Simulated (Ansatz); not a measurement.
# Molecular dynamics of BFH$_{2}$O

Input:

```yaml
crystal:
  periodic: [false, false, false]
  atoms:
    - { symbol: B, position_ang: [0.001461, -0.08158, -0.042717] }
    - { symbol: H, position_ang: [-0.034611, -0.127237, 1.165979] }
    - { symbol: F, position_ang: [1.14204, 0.220893, -0.639765] }
    - { symbol: O, position_ang: [-1.062058, -0.322911, -0.827156] }
    - { symbol: H, position_ang: [-1.855633, -0.535867, -0.32784] }
basis:
  gaussian: { orbitals: def2-SVP }
hamiltonian:
  xc: pbe0
  dispersion: d4
md:
  timestep: 0.5
  n_steps: 250
  ensemble: nve
  temperature: 300.0
  initial_velocities: maxwell_boltzmann
  seed: 592008
```

Run as:

```bash
$ ansatz run input.yaml --threads 1 --pin off --max-ram 2048MiB --backend cpu --events-out ev --progress --plain --runs-dir out
```

It starts from a relaxed structure.

Output, in part (one step line in 5, the closing report, with atoms numbered from 0):

```
md step     0: t =     0.00 fs  T =   300.0 K  F+E_penalty+E_count = -5465.70405078 eV  E_kin = 0.116334 eV  conserved = -5465.58771678 eV  (21 SCF iters)
md step     5: t =     2.50 fs  T =   116.7 K  F+E_penalty+E_count = -5465.63190833 eV  E_kin = 0.045254 eV  conserved = -5465.58665428 eV  (24 SCF iters)
md step    10: t =     5.00 fs  T =   179.5 K  F+E_penalty+E_count = -5465.65713373 eV  E_kin = 0.069625 eV  conserved = -5465.58750910 eV  (24 SCF iters)
md step    15: t =     7.50 fs  T =    91.2 K  F+E_penalty+E_count = -5465.62239467 eV  E_kin = 0.035372 eV  conserved = -5465.58702255 eV  (25 SCF iters)
md step    20: t =    10.00 fs  T =    48.8 K  F+E_penalty+E_count = -5465.60567061 eV  E_kin = 0.018912 eV  conserved = -5465.58675854 eV  (21 SCF iters)
md step    25: t =    12.50 fs  T =   243.5 K  F+E_penalty+E_count = -5465.68202786 eV  E_kin = 0.094411 eV  conserved = -5465.58761683 eV  (24 SCF iters)
md step    30: t =    15.00 fs  T =   135.3 K  F+E_penalty+E_count = -5465.63923718 eV  E_kin = 0.052471 eV  conserved = -5465.58676585 eV  (25 SCF iters)
md step    35: t =    17.50 fs  T =   209.8 K  F+E_penalty+E_count = -5465.66882718 eV  E_kin = 0.081342 eV  conserved = -5465.58748553 eV  (24 SCF iters)
md step    40: t =    20.00 fs  T =   131.6 K  F+E_penalty+E_count = -5465.63813137 eV  E_kin = 0.051023 eV  conserved = -5465.58710807 eV  (23 SCF iters)
md step    45: t =    22.50 fs  T =    36.4 K  F+E_penalty+E_count = -5465.60083437 eV  E_kin = 0.014117 eV  conserved = -5465.58671727 eV  (21 SCF iters)
md step    50: t =    25.00 fs  T =   215.1 K  F+E_penalty+E_count = -5465.67095336 eV  E_kin = 0.083402 eV  conserved = -5465.58755156 eV  (22 SCF iters)
md step    55: t =    27.50 fs  T =   130.6 K  F+E_penalty+E_count = -5465.63745605 eV  E_kin = 0.050628 eV  conserved = -5465.58682805 eV  (24 SCF iters)
md step    60: t =    30.00 fs  T =   220.7 K  F+E_penalty+E_count = -5465.67301287 eV  E_kin = 0.085591 eV  conserved = -5465.58742199 eV  (24 SCF iters)
md step    65: t =    32.50 fs  T =   192.1 K  F+E_penalty+E_count = -5465.66171597 eV  E_kin = 0.074482 eV  conserved = -5465.58723388 eV  (24 SCF iters)
md step    70: t =    35.00 fs  T =    52.8 K  F+E_penalty+E_count = -5465.60718376 eV  E_kin = 0.020475 eV  conserved = -5465.58670876 eV  (21 SCF iters)
md step    75: t =    37.50 fs  T =   195.1 K  F+E_penalty+E_count = -5465.66313816 eV  E_kin = 0.075660 eV  conserved = -5465.58747798 eV  (24 SCF iters)
md step    80: t =    40.00 fs  T =   106.6 K  F+E_penalty+E_count = -5465.62827575 eV  E_kin = 0.041331 eV  conserved = -5465.58694461 eV  (24 SCF iters)
md step    85: t =    42.50 fs  T =   162.2 K  F+E_penalty+E_count = -5465.65018373 eV  E_kin = 0.062917 eV  conserved = -5465.58726658 eV  (24 SCF iters)
md step    90: t =    45.00 fs  T =   197.0 K  F+E_penalty+E_count = -5465.66374130 eV  E_kin = 0.076388 eV  conserved = -5465.58735371 eV  (24 SCF iters)
md step    95: t =    47.50 fs  T =    49.1 K  F+E_penalty+E_count = -5465.60572285 eV  E_kin = 0.019024 eV  conserved = -5465.58669929 eV  (22 SCF iters)
md step   100: t =    50.00 fs  T =   190.9 K  F+E_penalty+E_count = -5465.66142659 eV  E_kin = 0.074020 eV  conserved = -5465.58740638 eV  (22 SCF iters)
md step   105: t =    52.50 fs  T =   135.1 K  F+E_penalty+E_count = -5465.63950661 eV  E_kin = 0.052402 eV  conserved = -5465.58710465 eV  (23 SCF iters)
md step   110: t =    55.00 fs  T =   151.8 K  F+E_penalty+E_count = -5465.64598052 eV  E_kin = 0.058884 eV  conserved = -5465.58709662 eV  (24 SCF iters)
md step   115: t =    57.50 fs  T =   236.9 K  F+E_penalty+E_count = -5465.67933616 eV  E_kin = 0.091873 eV  conserved = -5465.58746346 eV  (24 SCF iters)
md step   120: t =    60.00 fs  T =    74.8 K  F+E_penalty+E_count = -5465.61571990 eV  E_kin = 0.029001 eV  conserved = -5465.58671870 eV  (21 SCF iters)
md step   125: t =    62.50 fs  T =   186.1 K  F+E_penalty+E_count = -5465.65946955 eV  E_kin = 0.072165 eV  conserved = -5465.58730407 eV  (24 SCF iters)
md step   130: t =    65.00 fs  T =   150.3 K  F+E_penalty+E_count = -5465.64558665 eV  E_kin = 0.058294 eV  conserved = -5465.58729252 eV  (25 SCF iters)
md step   135: t =    67.50 fs  T =    96.2 K  F+E_penalty+E_count = -5465.62420029 eV  E_kin = 0.037317 eV  conserved = -5465.58688298 eV  (21 SCF iters)
md step   140: t =    70.00 fs  T =   222.7 K  F+E_penalty+E_count = -5465.67390206 eV  E_kin = 0.086349 eV  conserved = -5465.58755322 eV  (23 SCF iters)
md step   145: t =    72.50 fs  T =    71.3 K  F+E_penalty+E_count = -5465.61439874 eV  E_kin = 0.027659 eV  conserved = -5465.58673958 eV  (21 SCF iters)
md step   150: t =    75.00 fs  T =   177.7 K  F+E_penalty+E_count = -5465.65614553 eV  E_kin = 0.068922 eV  conserved = -5465.58722316 eV  (24 SCF iters)
md step   155: t =    77.50 fs  T =   183.2 K  F+E_penalty+E_count = -5465.65849285 eV  E_kin = 0.071044 eV  conserved = -5465.58744935 eV  (24 SCF iters)
md step   160: t =    80.00 fs  T =    74.9 K  F+E_penalty+E_count = -5465.61577034 eV  E_kin = 0.029032 eV  conserved = -5465.58673857 eV  (20 SCF iters)
md step   165: t =    82.50 fs  T =   213.8 K  F+E_penalty+E_count = -5465.67048444 eV  E_kin = 0.082902 eV  conserved = -5465.58758268 eV  (24 SCF iters)
md step   170: t =    85.00 fs  T =    75.8 K  F+E_penalty+E_count = -5465.61614862 eV  E_kin = 0.029380 eV  conserved = -5465.58676848 eV  (20 SCF iters)
md step   175: t =    87.50 fs  T =   172.0 K  F+E_penalty+E_count = -5465.65379365 eV  E_kin = 0.066688 eV  conserved = -5465.58710554 eV  (24 SCF iters)
md step   180: t =    90.00 fs  T =   242.1 K  F+E_penalty+E_count = -5465.68145102 eV  E_kin = 0.093882 eV  conserved = -5465.58756867 eV  (24 SCF iters)
md step   185: t =    92.50 fs  T =   105.7 K  F+E_penalty+E_count = -5465.62765488 eV  E_kin = 0.040986 eV  conserved = -5465.58666875 eV  (20 SCF iters)
md step   190: t =    95.00 fs  T =   218.4 K  F+E_penalty+E_count = -5465.67229025 eV  E_kin = 0.084673 eV  conserved = -5465.58761727 eV  (24 SCF iters)
md step   195: t =    97.50 fs  T =    50.0 K  F+E_penalty+E_count = -5465.60616930 eV  E_kin = 0.019372 eV  conserved = -5465.58679756 eV  (21 SCF iters)
md step   200: t =   100.00 fs  T =    95.0 K  F+E_penalty+E_count = -5465.62383132 eV  E_kin = 0.036852 eV  conserved = -5465.58697898 eV  (21 SCF iters)
md step   205: t =   102.50 fs  T =   212.5 K  F+E_penalty+E_count = -5465.66999817 eV  E_kin = 0.082415 eV  conserved = -5465.58758289 eV  (23 SCF iters)
md step   210: t =   105.00 fs  T =   115.5 K  F+E_penalty+E_count = -5465.63143080 eV  E_kin = 0.044785 eV  conserved = -5465.58664575 eV  (21 SCF iters)
md step   215: t =   107.50 fs  T =   262.3 K  F+E_penalty+E_count = -5465.68937231 eV  E_kin = 0.101712 eV  conserved = -5465.58766046 eV  (25 SCF iters)
md step   220: t =   110.00 fs  T =    99.1 K  F+E_penalty+E_count = -5465.62529722 eV  E_kin = 0.038426 eV  conserved = -5465.58687159 eV  (21 SCF iters)
md step   225: t =   112.50 fs  T =    83.8 K  F+E_penalty+E_count = -5465.61942369 eV  E_kin = 0.032514 eV  conserved = -5465.58691011 eV  (21 SCF iters)
md step   230: t =   115.00 fs  T =   189.4 K  F+E_penalty+E_count = -5465.66103754 eV  E_kin = 0.073454 eV  conserved = -5465.58758372 eV  (24 SCF iters)
md step   235: t =   117.50 fs  T =    79.7 K  F+E_penalty+E_count = -5465.61748279 eV  E_kin = 0.030915 eV  conserved = -5465.58656824 eV  (21 SCF iters)
md step   240: t =   120.00 fs  T =   271.9 K  F+E_penalty+E_count = -5465.69309772 eV  E_kin = 0.105419 eV  conserved = -5465.58767871 eV  (24 SCF iters)
md step   245: t =   122.50 fs  T =   160.7 K  F+E_penalty+E_count = -5465.64929411 eV  E_kin = 0.062299 eV  conserved = -5465.58699559 eV  (24 SCF iters)
md step   250: t =   125.00 fs  T =    99.6 K  F+E_penalty+E_count = -5465.62549722 eV  E_kin = 0.038625 eV  conserved = -5465.58687251 eV  (22 SCF iters)
Total energy: -5465.62551647 eV, -200.8580329964 hartree
Atom 0 at     0.009774    -0.082549    -0.060618 Å, force    -0.562980    -0.240061     2.045829 eV/Å
Atom 1 at     0.031180    -0.128320     1.217228 Å, force    -0.285042     0.022792    -1.307353 eV/Å
Atom 2 at     1.133615     0.220664    -0.631829 Å, force     0.976100     0.217779    -0.717352 eV/Å
Atom 3 at    -1.061106    -0.327768    -0.828024 Å, force     0.015259     0.137435    -0.125812 eV/Å
Atom 4 at    -1.866893    -0.442996    -0.322921 Å, force    -0.143337    -0.137945     0.104689 eV/Å
Dipole moment:    -0.410214    -0.074814     0.236343 e Å
```

All steps were run. The conserved energy stayed within 0.24 meV per atom of its start (net change 0.17 meV per atom), so the integration is sound. Over the second half the temperature averaged 0.50 of the 300 K drawn at the start: a run that starts near a minimum puts about half its kinetic energy into the potential. A run of 0.12 ps of so small a system gives no equilibrium averages.

The same pairs are bonded in the first frame and the last. Pairs count as bonded within 1.25 times the sum of covalent radii (0.12 Å more for H–H).

Last frame:

```xyz
5
Properties=species:S:1:pos:R:3
B 0.010 -0.083 -0.061
H 0.031 -0.128 1.217
F 1.134 0.221 -0.632
O -1.061 -0.328 -0.828
H -1.867 -0.443 -0.323
```

Time of the run: 4.6 min on 1 thread of Intel(R) Xeon(R) Platinum 8375C CPU @ 2.90GHz (Ice Lake), with other jobs on the host, peak memory 0.11 GiB.
